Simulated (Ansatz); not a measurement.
A made-up structure of Si3H6, closed shell:

```xyz
9
angstrom
Si -1.2981 -0.1936 -0.6218
Si 0.9042 0.7016 -0.3673
Si 0.3945 -0.5094 0.9882
H -1.5936 -1.3236 -1.7188
H -2.5822 0.7021 -0.2806
H 1.9489 0.1173 -1.3095
H 0.9586 2.1415 0.1294
H 1.1288 -1.8317 0.8728
H 0.1388 0.1957 2.3075
```

It is relaxed with PBE-D4/def2-SVP and then PBE0-D4/def2-TZVP (Ansatz 0.2.0). Atoms count as bonded within 1.22 times the sum of their covalent radii (H–H: 0.88 Å). The end point is not checked to be a true minimum.

(1) Does its bonding change? (A judgement: the text doesn't fix the answer.)

Results:

(1) By the calculation: No: no bond forms or breaks.

Where it ends: The first stage lowers the energy by 2.36 eV in 4 steps. It ends as Si₃H₆ ([SiH2]1[SiH2][SiH2]1):
```tsv
atom	x (Å)	y (Å)	z (Å)
Si1	-1.1994	-0.1717	-0.5839
Si2	0.9029	0.8314	-0.5501
Si3	0.2966	-0.6597	1.1339
H4	-1.4703	-1.2141	-1.6045
H5	-2.3873	0.6615	-0.2736
H6	1.9101	0.3992	-1.5503
H7	0.9938	2.2749	-0.2190
H8	0.9350	-1.9989	1.1585
H9	0.0186	-0.1226	2.4889
```

Labels in which every atom is bracketed show which atoms are joined, not bond orders.

For scale, one of the runs: PBE0-D4/def2-TZVP relaxation, 147 basis functions, launched by `ansatz run in.yaml --threads 2 --pin off --events-out ev --progress --plain --max-ram 4352MiB`. Hardware: 2 CPU threads of an Arm Neoverse V2, shared host. Wall time about 12 s.
